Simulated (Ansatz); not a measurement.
A run of Ansatz (development build ahead of 0.2.0) on doublet C2H5 at this shape:

```xyz
7

C     0.0000    0.0158   -0.6902
C     0.0000   -0.0421    0.7904
H     0.9337    0.0148    1.3558
H    -0.9337    0.0148    1.3558
H     0.0000    1.0601   -1.0660
H     0.8914   -0.4658   -1.1233
H    -0.8914   -0.4658   -1.1233
```

Its results:

```json
{
 "Converged": "yes",
 "Reference energy": "-78.60364 hartree",
 "Correlation energy": "-0.26843 hartree",
 "Total energy": "-78.87206 hartree",
 "Spin squared of the determinant": "0.763"
}
```

Problem. Which input gives this output? Name the method, the orbitals and the basis set, and write the input.

Solution. UHF-MP2 in cc-pVDZ.

```yaml
crystal:
  periodic: [false, false, false]
  atoms:
    - { symbol: C, position_ang: [0.0, 0.01579, -0.69024] }
    - { symbol: C, position_ang: [0.0, -0.04213, 0.79043] }
    - { symbol: H, position_ang: [0.93375, 0.01477, 1.35575] }
    - { symbol: H, position_ang: [-0.93375, 0.01477, 1.35575] }
    - { symbol: H, position_ang: [0.0, 1.06006, -1.066] }
    - { symbol: H, position_ang: [0.89143, -0.46576, -1.12334] }
    - { symbol: H, position_ang: [-0.89143, -0.46576, -1.12334] }
basis:
  gaussian: { orbitals: cc-pVDZ }
magnetization:
  spin_polarized: true
  initial_magnetization: 1
hamiltonian:
  xc: hf
correlation:
  method: mp2
  frozen_orbitals: { C: 1, H: 0 }
```
